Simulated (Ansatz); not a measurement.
Basis-set series for CH₆AlN (`C[NH][AlH2]`). Total charge 0; spin multiplicity 1. The structure was optimised at the PBE0-D4/def2-TZVP level.

```tsv
functional	basis	functions	energy (Eh)	HOMO (eV)	LUMO (eV)
PBE0-D4	def2-TZVPP	188	-338.72314	-6.88	-0.67
PBE0-D4	def2-QZVPP	364	-338.73681	-6.90	-0.76
ωB97M-V	def2-TZVPP	188	-338.88085	-9.21	0.92
ωB97M-V	def2-QZVPP	364	-338.89420	-9.24	0.57
```

(1) Give the rows for def2-SVP. (Best estimate.)

Results:

(1) Computed: 
```csv
functional,basis,functions,energy (Eh),HOMO (eV),LUMO (eV)
PBE0-D4,def2-SVP,76,-338.52786,-6.80,-0.50
ωB97M-V,def2-SVP,76,-338.67957,-9.10,1.21
```

Positive LUMOs are unbound and depend on the basis.
